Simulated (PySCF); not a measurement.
# Basis-set dependence of excited states

Species: C5H5N.
SMILES: `N#CC1=CCC1`

TDDFT with PBE0 (PySCF), vertical singlets, core orbitals frozen in the response, spherical d and f functions. Geometry: PBE0-D3(BJ)/def2-SVP; no solvent, vibrations or thermal averaging.

| basis | functions | diffuse | S1 (eV) | S2 (eV) | S3 (eV) | S4 (eV) | S5 (eV) | LUMO (eV) | α (au) |
| --- | --- | --- | --- | --- | --- | --- | --- | --- | --- |
| 6-31G* | 94 | no | 6.10 | 6.17 | 6.65 | 7.14 | 7.27 | -1.13 | 53.5 |
| def2-SVP | 109 | no | 6.08 | 6.17 | 6.68 | 7.09 | 7.21 | -1.34 | 54.9 |
| 6-31+G* | 118 | yes | 5.96 | 6.15 | 6.44 | 6.97 | 7.07 | -1.42 | 60.1 |
| def2-SVPD | 160 | yes | 5.96 | 6.14 | 6.53 | 7.05 | 7.17 | -1.48 | 62.7 |
| aug-cc-pVDZ | 183 | yes | 5.91 | 6.12 | 6.44 | 6.61 | 7.01 | -1.46 | 64.4 |
| def2-TZVP | 216 | no | 5.93 | 6.11 | 6.53 | 7.01 | 7.15 | -1.45 | 61.4 |
| def2-TZVPD | 267 | yes | 5.91 | 6.10 | 6.46 | 6.88 | 7.00 | -1.47 | 64.4 |

Problem. Compare the sets with the largest diffuse one.

Solution. States are compared by their number. Against the largest diffuse basis here (def2-TZVPD, itself not a converged limit), sets without diffuse functions differ by up to 0.19 eV in S1 and 0.27 eV in S5; the smaller diffuse sets differ by up to 0.06 and 0.17 eV. State by state, the largest deviation of a set without diffuse functions is S1 0.19, S2 0.07, S3 0.22, S4 0.26, S5 0.27 eV. The same number needn't mean the same state in each row. Against def2-TZVPD the polarisability deviates by -17% in 6-31G*, -15% in def2-SVP, -7% in 6-31+G*, -3% in def2-SVPD, 0% in aug-cc-pVDZ, -5% in def2-TZVP. A single + in a Pople set puts diffuse functions on heavy atoms only.
